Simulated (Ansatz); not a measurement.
# FH2NSi: vertical ionisation energy

Aim: the vertical ionisation energy of FH2NSi, as cation minus neutral at the neutral's geometry, on several levels, and how well −ε(HOMO) stands in for it.

Computed with Ansatz 0.2.0, Gaussian basis. Level: unrestricted cation, the program's frozen cores in correlated methods.

Levels to be run: UKS PBE-D4/def2-TZVPP; UKS r2SCAN-D4/def2-TZVPP; UKS PBE0-D4/def2-TZVPP; UKS B3LYP-D4/def2-TZVPP; UKS wB97X-V/def2-TZVPP; UKS wB97M-V/def2-TZVPP; UKS B2PLYP/def2-TZVPP; UHF-CCSD(T)/def2-TZVPP; UHF-MP2/def2-QZVPP; extrapolation to the limit; then −ε(HOMO) from the neutral's earlier runs with LDA (SPW92), PBE-D4, revPBE-D4, BLYP-D4, r2SCAN-D4, B97M-V, PBE0-D4, B3LYP-D4, r2SCANh-D4, r2SCAN0-D4, HSE06-D4, BHLYP-D4, CAM-B3LYP-D4, LC-ωPBE, ωB97X-V, ωB97M-V.

## 1. The geometry

The geometry comes from an earlier relaxation with PBE0-D4 in a triple-zeta def2 set; it is a stationary point.

SMILES `N[Si]F`, 5 atoms, charge 0, spin multiplicity 1.

Atoms are counted from 1 here; the program's logs count them from 0.

Bond lengths: N1–Si2 1.702 Å, N1–H4 1.010 Å, N1–H5 1.008 Å, Si2–F3 1.622 Å. Angles: Si2–N1–H4 125.0°, Si2–N1–H5 122.2°, H4–N1–H5 112.8°, N1–Si2–F3 98.5°.

As a file:

```mol
FH2NSi
  3D, bonds by distance, orders not assigned

  5  4  0  0  0  0  0  0  0  0999 V2000
   -0.4213    0.2401   -0.3311 N   0  0
    0.1361   -1.1336    0.5051 Si  0  0
    1.5654   -0.5488    1.0015 F   0  0
    0.0854    1.1096   -0.4209 H   0  0
   -1.3157    0.2591   -0.7960 H   0  0
  1  2  8  0
  2  3  8  0
  1  4  8  0
  1  5  8  0
M  END
```

## 2. Cation, UKS PBE-D4/def2-TZVPP

The input, in.yaml:

```yaml
crystal:
  periodic: [false, false, false]
  atoms:
    - {symbol: N, position_ang: [-0.421316, 0.240078, -0.331101]}
    - {symbol: Si, position_ang: [0.136060, -1.133622, 0.505086]}
    - {symbol: F, position_ang: [1.565377, -0.548773, 1.001534]}
    - {symbol: H, position_ang: [0.085433, 1.109563, -0.420886]}
    - {symbol: H, position_ang: [-1.315653, 0.259055, -0.796032]}
basis:
  gaussian: {orbitals: def2-TZVPP}
total_charge: 1
magnetization: {spin_polarized: true, initial_magnetization: 1}
hamiltonian: {xc: pbe, dispersion: d4}
```

What it wrote:

```text
Functional definition: PBE
  name "PBE"
  cite "Perdew, Burke & Ernzerhof, Phys. Rev. Lett. 77, 3865 (1996) doi:10.1103/PhysRevLett.77.3865"
  parent pbe
  parameter kappa = 0.804
  parameter beta = 0.06672455060314922
  exchange = pbe_x(kappa = kappa, mu = beta*pi^2/3)
  correlation = pbe_c(beta = beta)
717 factors; their error is unknown
mean field evaluation 1: about -12076.1024 eV, gradient 8.9e1 eV
mean field evaluation 2: about -11906.7058 eV, gradient 2.0e2 eV
mean field evaluation 4: about -12097.2176 eV, gradient 4.2e1 eV
mean field evaluation 8: about -12103.1399 eV, gradient 9.0e-1 eV
mean field evaluation 16: about -12103.1285 eV, gradient 1.0e-3 eV
mean field evaluation 32: about -12103.0620 eV, gradient 1.8e0 eV
mean field -12103.12847049 eV, -444.7817674953 hartree, gradient 4.4e-5 eV, S^2 0.755262; 3 other end points of the search recorded, 0 dependent functions left out
reference -12103.12850058 eV, -444.7817686011 hartree; 16, 15 occupied and 116, 117 virtual orbitals, 717 factors
Total energy: -12103.18740827 eV, -444.7839334189 hartree
```

It took 2.1 s on 2 threads, shared host.

The neutral molecule at this level: -12112.6770 eV. Difference: 9.490 eV. ⟨S²⟩ = 0.755.

## 3. Cation, UKS r2SCAN-D4/def2-TZVPP

in.yaml, as its differences from that of step 2:

```diff
@@ -12,2 +12,2 @@
 magnetization: {spin_polarized: true, initial_magnetization: 1}
-hamiltonian: {xc: pbe, dispersion: d4}
+hamiltonian: {xc: r2scan, dispersion: d4}
```

What it wrote:

```text
Functional definition: r2SCAN
  name "r2SCAN"
  cite "Furness, Kaplan, Ning, Perdew & Sun, J. Phys. Chem. Lett. 11, 8208 (2020) doi:10.1021/acs.jpclett.0c02405"
  cite "Furness, Kaplan, Ning, Perdew & Sun, J. Phys. Chem. Lett. 11, 9248 (2020) doi:10.1021/acs.jpclett.0c03077"
  parent r2scan
  parameter k0 = 0.174
  parameter k1 = 0.065
  parameter a1 = 4.9479
  exchange = r2scan_x(k0 = k0, k1 = k1, a1 = a1)
  correlation = r2scan_c
717 factors; their error is unknown
mean field evaluation 1: about -12085.6132 eV, gradient 8.3e1 eV
mean field evaluation 2: about -11966.6678 eV, gradient 1.7e2 eV
mean field evaluation 4: about -12106.5115 eV, gradient 2.6e1 eV
mean field evaluation 8: about -12108.8529 eV, gradient 8.4e-2 eV
mean field evaluation 16: about -12108.8353 eV, gradient 1.7e-3 eV
mean field -12108.83529980 eV, -444.9914896042 hartree, gradient 7.7e-5 eV, S^2 0.759717; 1 other end points of the search recorded, 0 dependent functions left out
reference -12108.83531053 eV, -444.9914899986 hartree; 16, 15 occupied and 116, 117 virtual orbitals, 717 factors
Total energy: -12108.84806070 eV, -444.9919585586 hartree
```

Run time: 3.1 s. Hardware: 2 threads, shared host.

Less the neutral's -12118.2811 eV (earlier run), this gives 9.433 eV. ⟨S²⟩ = 0.760.

## 4. Cation, UKS PBE0-D4/def2-TZVPP

in.yaml, as its differences from that of step 3:

```diff
@@ -12,2 +12,2 @@
 magnetization: {spin_polarized: true, initial_magnetization: 1}
-hamiltonian: {xc: r2scan, dispersion: d4}
+hamiltonian: {xc: pbe0, dispersion: d4}
```

What it wrote:

```text
Functional definition: PBE0
  name "PBE0"
  cite "Adamo & Barone, J. Chem. Phys. 110, 6158 (1999) doi:10.1063/1.478522"
  cite "Perdew, Burke & Ernzerhof, Phys. Rev. Lett. 77, 3865 (1996) doi:10.1103/PhysRevLett.77.3865"
  parent pbe
  parameter a = 0.25
  parameter kappa = 0.804
  parameter beta = 0.06672455060314922
  exchange = (1 - a)*pbe_x(kappa = kappa, mu = beta*pi^2/3) + a*exact_x
  correlation = pbe_c(beta = beta)
720 factors; their error is unknown
mean field evaluation 1: about -12083.8257 eV, gradient 7.6e1 eV
mean field evaluation 2: about -12012.5961 eV, gradient 1.4e2 eV
mean field evaluation 4: about -12103.3666 eV, gradient 9.8e0 eV
mean field evaluation 8: about -12103.6932 eV, gradient 1.9e-1 eV
mean field evaluation 16: about -12103.7242 eV, gradient 4.4e-4 eV
mean field -12103.72424512 eV, -444.8036618093 hartree, gradient 4.8e-5 eV, S^2 0.755700; 2 other end points of the search recorded, 0 dependent functions left out
reference -12103.72426766 eV, -444.8036626374 hartree; 16, 15 occupied and 116, 117 virtual orbitals, 720 factors
Total energy: -12103.77273268 eV, -444.8054436943 hartree
```

Wall time 2.3 s (2 threads, shared host); peak memory 0.25 GiB.

The neutral molecule at this level: -12113.3667 eV. Difference: 9.594 eV. ⟨S²⟩ = 0.756.

## 5. Cation, UKS B3LYP-D4/def2-TZVPP

in.yaml, as its differences from that of step 4:

```diff
@@ -12,2 +12,2 @@
 magnetization: {spin_polarized: true, initial_magnetization: 1}
-hamiltonian: {xc: pbe0, dispersion: d4}
+hamiltonian: {xc: {name: B3LYP}, dispersion: d4}
```

What it wrote, shortened:

```text
Functional definition: B3LYP
  name "B3LYP"
  cite "Stephens, Devlin, Chabalowski & Frisch, J. Phys. Chem. 98, 11623 (1994) doi:10.1021/j100096a001"
  cite "Becke, Phys. Rev. A 38, 3098 (1988) doi:10.1103/PhysRevA.38.3098"
  cite "Lee, Yang & Parr, Phys. Rev. B 37, 785 (1988) doi:10.1103/PhysRevB.37.785"
  cite "Vosko, Wilk & Nusair, Can. J. Phys. 58, 1200 (1980) doi:10.1139/p80-159"
[...]
720 factors; their error is unknown
[...]
mean field -12111.96556098 eV, -445.1065245809 hartree, gradient 3.3e-5 eV, S^2 0.753900; 2 other end points of the search recorded, 0 dependent functions left out
reference -12111.96574482 eV, -445.1065313369 hartree; 16, 15 occupied and 116, 117 virtual orbitals, 720 factors
Total energy: -12112.06251462 eV, -445.1100875616 hartree
```

It took 2.6 s on 2 threads, shared host; peak memory 0.25 GiB.

The neutral molecule at this level: -12121.7929 eV. Difference: 9.730 eV. ⟨S²⟩ = 0.754.

## 6. Cation, UKS wB97X-V/def2-TZVPP

in.yaml, as its differences from that of step 5:

```diff
@@ -12,2 +12,2 @@
 magnetization: {spin_polarized: true, initial_magnetization: 1}
-hamiltonian: {xc: {name: B3LYP}, dispersion: d4}
+hamiltonian: {xc: {name: wB97X-V}}
```

What it wrote, shortened:

```text
Functional definition: wB97X-V
  name "wB97X-V"
  cite "Mardirossian & Head-Gordon, Phys. Chem. Chem. Phys. 16, 9904 (2014) doi:10.1039/C3CP54374A"
  cite "Becke, J. Chem. Phys. 107, 8554 (1997) doi:10.1063/1.475007"
  cite "Vydrov & Van Voorhis, J. Chem. Phys. 133, 244103 (2010) doi:10.1063/1.3521275"
[...]
      + integral(e_c_pw_opposite_spin*poly(b97_u_opposite, cos0, cos1)) + vv10(b, c)
720 factors; their error is unknown
151 factors; integrals over basis functions are off by at most 1.4e-5 eV
[...]
mean field -12108.55346030 eV, -444.9811321937 hartree, gradient 7.6e-5 eV, S^2 0.753202; 2 other end points of the search recorded, 0 dependent functions left out
reference -12108.55345940 eV, -444.9811321605 hartree; 16, 15 occupied and 116, 117 virtual orbitals, 720 factors
Total energy: -12108.55345940 eV, -444.9811321605 hartree
```

It took 6 s on 2 threads, shared host; peak memory 0.33 GiB.

Less the neutral's -12118.2518 eV (earlier run), this gives 9.698 eV. ⟨S²⟩ = 0.753.

## 7. Cation, UKS wB97M-V/def2-TZVPP

in.yaml, as its differences from that of step 6:

```diff
@@ -12,2 +12,2 @@
 magnetization: {spin_polarized: true, initial_magnetization: 1}
-hamiltonian: {xc: {name: wB97X-V}}
+hamiltonian: {xc: {name: wB97M-V}}
```

What it wrote, shortened:

```text
Functional definition: wB97M-V
  name "wB97M-V"
  cite "Mardirossian & Head-Gordon, J. Chem. Phys. 144, 214110 (2016) doi:10.1063/1.4952647"
  cite "Becke, J. Chem. Phys. 107, 8554 (1997) doi:10.1063/1.475007"
  cite "Vydrov & Van Voorhis, J. Chem. Phys. 133, 244103 (2010) doi:10.1063/1.3521275"
  # Of w^i u^j: cxij and so on, Table III.
[...]
  gx(w, u) = 1 - cx + cx01*u + cx10*w
  gss(w, u) = css00 + css04*u^4 + css10*w + css20*w^2 + css43*w^4*u^3
  gos(w, u) = cos00 + cos10*w + (cos20 + cos21*u)*w^2 + (cos60 + cos61*u)*w^6
[...]
      + integral(e_c_pw_mod_opposite_spin*gos(b97_w_opposite, b97_u_opposite)) + vv10(b, c)
720 factors; their error is unknown
151 factors; integrals over basis functions are off by at most 1.4e-5 eV
[...]
mean field -12109.70627595 eV, -445.0234973873 hartree, gradient 4.8e-5 eV, S^2 0.752754; 2 other end points of the search recorded, 0 dependent functions left out
reference -12109.70631072 eV, -445.0234986652 hartree; 16, 15 occupied and 116, 117 virtual orbitals, 720 factors
Total energy: -12109.70631072 eV, -445.0234986652 hartree
```

Wall time 6 s (2 threads, shared host); peak memory 0.36 GiB.

The neutral molecule at this level: -12119.4455 eV. Difference: 9.739 eV. ⟨S²⟩ = 0.753.

## 8. Cation, UKS B2PLYP (frozen core)/def2-TZVPP

in.yaml, as its differences from that of step 7:

```diff
@@ -12,2 +12,2 @@
 magnetization: {spin_polarized: true, initial_magnetization: 1}
-hamiltonian: {xc: {name: wB97M-V}}
+hamiltonian: {xc: {name: B2PLYP}}
```

What it wrote, shortened:

```text
Functional definition: B2PLYP
  name "B2PLYP"
  cite "Grimme, J. Chem. Phys. 124, 034108 (2006) doi:10.1063/1.2148954"
  cite "Becke, Phys. Rev. A 38, 3098 (1988) doi:10.1103/PhysRevA.38.3098"
  cite "Lee, Yang & Parr, Phys. Rev. B 37, 785 (1988) doi:10.1103/PhysRevB.37.785"
[...]
801 factors; integrals over basis functions are off by at most 1.1e-3 eV
[...]
mean field -12100.87939324 eV, -444.6991154310 hartree, gradient 4.5e-6 eV, S^2 0.755555; 4 other end points of the search recorded, 0 dependent functions left out
7 core orbitals not correlated: weight in the atoms' cores, before any rotation towards them, 1.000 or more for the frozen orbitals, at most 0.000 for the correlated occupied ones
reference -12100.87950935 eV, -444.6991196979 hartree; 9, 8 occupied and 116, 117 virtual orbitals, 801 factors
second order -17.74225342 eV of doubles, -0.00000000 eV of singles
Total energy: -12105.66991777 eV, -444.8751639603 hartree
```

It took 6 s on 2 threads, shared host; peak memory 0.37 GiB.

Less the neutral's -12115.2757 eV (earlier run), this gives 9.606 eV. ⟨S²⟩ = 0.756.

## 9. Cation, UHF-CCSD(T)/def2-TZVPP

in.yaml, as its differences from that of step 8:

```diff
@@ -12,2 +12,3 @@
 magnetization: {spin_polarized: true, initial_magnetization: 1}
-hamiltonian: {xc: {name: B2PLYP}}
+correlation: {method: ccsd_t}
+scf: {omitted_lower_state_checks: [cluster_reference]}
```

What it wrote, shortened:

```text
Functional definition: HF
  name "HF"
  cite "Fock, Z. Phys. 61, 126 (1930) doi:10.1007/BF01340294"
  parent pbe
[...]
801 factors; integrals over basis functions are off by at most 1.1e-3 eV
[...]
mean field -12076.82681774 eV, -443.8151995849 hartree, gradient 2.9e-6 eV, S^2 0.758018; 2 other end points of the search recorded, 0 dependent functions left out
7 core orbitals not correlated: weight in the atoms' cores, before any rotation towards them, 1.000 or more for the frozen orbitals, at most 0.000 for the correlated occupied ones
reference -12076.82681774 eV, -443.8151995849 hartree; 9, 8 occupied and 116, 117 virtual orbitals, 801 factors
second order -14.61478308 eV of doubles, -0.00000000 eV of singles
cycle   1  -14.47130837 eV  change    1.4e-1 eV  update   9.5e-2
[...]
cycle  12  -14.91018901 eV  change   -1.2e-5 eV  update   1.2e-5
perturbative correction -0.55734817 eV, -0.0204821675 hartree
Total energy: -12092.29435493 eV, -444.3836210920 hartree
Checks for a lower state left out: cluster_reference
```

Run time: 19 s. Hardware: 2 threads, shared host; peak memory 1.5 GiB.

The neutral molecule at this level: -12101.9830 eV. Difference: 9.689 eV. ⟨S²⟩ = 0.758. T1 = 0.019 (report).

## 10. Cation, UHF-MP2/def2-QZVPP

in.yaml, as its differences from that of step 9:

```diff
@@ -9,6 +9,6 @@
 basis:
-  gaussian: {orbitals: def2-TZVPP}
+  gaussian: {orbitals: "def2-QZVPP.json"}
 total_charge: 1
 magnetization: {spin_polarized: true, initial_magnetization: 1}
-correlation: {method: ccsd_t}
+correlation: {method: mp2}
 scf: {omitted_lower_state_checks: [cluster_reference]}
```

What it wrote, shortened:

```text
Functional definition: HF
  name "HF"
  cite "Fock, Z. Phys. 61, 126 (1930) doi:10.1007/BF01340294"
  parent pbe
[...]
1470 factors; integrals over basis functions are off by at most 9.1e-4 eV
[...]
mean field -12077.27477791 eV, -443.8316618175 hartree, gradient 2.0e-6 eV, S^2 0.758010; 3 other end points of the search recorded, 0 dependent functions left out
7 core orbitals not correlated: weight in the atoms' cores, before any rotation towards them, 1.000 or more for the frozen orbitals, at most 0.000 for the correlated occupied ones
reference -12077.27477791 eV, -443.8316618175 hartree; 9, 8 occupied and 228, 229 virtual orbitals, 1470 factors
second order -15.84763505 eV of doubles, -0.00000000 eV of singles
Total energy: -12093.12241297 eV, -444.4140516638 hartree
Checks for a lower state left out: cluster_reference
```

Wall time 13 s (2 threads, shared host); peak memory 0.68 GiB.

## 11. From triple and quadruple zeta to the limit

No new run: Hartree-Fock is extrapolated as exp(−7.88√X) and correlation as X^−2.97, with X = 3 and 4; only MP2 was run in the larger set, so CCSD(T) minus MP2 is added from the smaller one.

```tsv
level	energy at the limit (eV)
HF	-12077.3365
MP2	-12094.0973
CCSD	-12094.3927
CCSD(T)	-12094.9501
```

The neutral's limit, from its own earlier runs, is -12104.7962 eV in the additive form (MP2 limit plus CCSD(T) minus MP2 in triple zeta), in which the cation has -12094.9501 eV.

## 12. The ladder

Differences are taken before rounding.

```tsv
method	ionisation energy (eV)	from CCSD(T)/CBS (eV)	time
PBE-D4	9.49	-0.36	3 s
r2SCAN-D4	9.43	-0.41	4.7 s
PBE0-D4	9.59	-0.25	3.2 s
B3LYP-D4	9.73	-0.12	3.8 s
ωB97X-V	9.70	-0.15	8.5 s
ωB97M-V	9.74	-0.11	9.3 s
B2PLYP	9.61	-0.24	7.6 s
HF/def2-TZVPP	8.76	-1.09	
MP2/def2-TZVPP	9.51	-0.34	
CCSD/def2-TZVPP	9.69	-0.16	
CCSD(T)/def2-TZVPP	9.69	-0.16	25 s
CCSD(T)/CBS	9.85	0	4.4 min
```

Among the levels timed on like hardware and quicker than the yardstick, those that no quicker one beats, quickest first: PBE-D4 (3 s, -0.36 eV); PBE0-D4 (3.2 s, -0.25 eV); B3LYP-D4 (3.8 s, -0.12 eV); ωB97M-V (9.3 s, -0.11 eV).

Times add the cation's run and the neutral's; HF, MP2 and CCSD come out of the CCSD(T) runs.

For comparison, −ε(HOMO) of the neutral from earlier runs:

```tsv
functional	−ε(HOMO) (eV)	by energy difference (eV)
LDA (SPW92)	6.10	
PBE-D4	6.00	9.49
revPBE-D4	5.95	
BLYP-D4	5.90	
r2SCAN-D4	6.21	9.43
B97M-V	6.30	
PBE0-D4	7.15	9.59
B3LYP-D4	6.98	9.73
r2SCANh-D4	6.64	
r2SCAN0-D4	7.29	
HSE06-D4	6.75	
BHLYP-D4	8.22	
CAM-B3LYP-D4	8.51	
LC-ωPBE	9.79	
ωB97X-V	9.47	9.70
ωB97M-V	9.32	9.74
```

## 13. Results

```
                        quantity               value
  ionisation energy, CCSD(T)/CBS             9.85 eV
nearest functional by difference  ωB97M-V (-0.11 eV)
                nearest −ε(HOMO)  LC-ωPBE (-0.05 eV)
                 −ε(HOMO) of PBE             6.00 eV
                T1 of the cation               0.019
```

**Reading.** By cation minus neutral, the functionals miss by 0.41 eV at most. −ε(HOMO) of PBE misses by 3.8 eV, since self-interaction lifts the level. Among orbital estimates LC-ωPBE comes nearest. Hartree-Fock falls 1.09 eV short, as the neutral has more correlation energy than the cation. The cation may have settled in a state other than its lowest; no search over hole states beyond the program's own was made.

ωB97M-V reaches 0.11 eV from the reference in 9.3 s, where CCSD(T)/CBS took 4.4 min; the quickest level in the cost chart, PBE-D4, takes 3 s and misses by 0.36 eV.
